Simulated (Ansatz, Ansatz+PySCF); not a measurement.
```xyz
2

Mg   -0.0058   -0.0023   -0.7068
O     0.0083    0.0021    1.0434
```

RHF-MP2 on singlet MgO was run in several spherical basis sets with Ansatz (development build ahead of 0.2.0). Frozen core: 2 orbitals. Caution for RHF-MP2: an unrestricted determinant lies well below; in another basis set an unrestricted determinant lies well below; large share of triples, a single reference is doubtful.

Problem. Rank the basis sets by the total energy that they give, lowest first, with the distance from the lowest.
A. def2-SVP
B. cc-pVDZ
C. cc-pVTZ
D. 6-31G(d)
E. def2-TZVP

Solution. E (0.00 eV), C (3.81 eV), B (6.75 eV), D (7.34 eV), A (10.41 eV).

Totals follow the description of the cores as much as that of the bonds, so this order isn't one of quality for chemistry.
